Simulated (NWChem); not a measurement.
System: hydrogen cyanide (CHN); SMILES C#N

```xyz
3

C      0.0000     0.0000    -0.4915
N      0.0000     0.0000     0.6622
H      0.0000     0.0000    -1.5711
```
Atoms are numbered in this order, from 1.

All runs: NWChem. Coordinates come from a PBE0/def2-SVP optimisation. Static field.

Predict the results for PBE0/def2-TZVP. Quantities: isotropic polarisability (bohr³); anisotropy (bohr³).


```json
{
  "isotropic polarisability (bohr³)": "15.1",
  "anisotropy (bohr³)": "10.5"
}
```
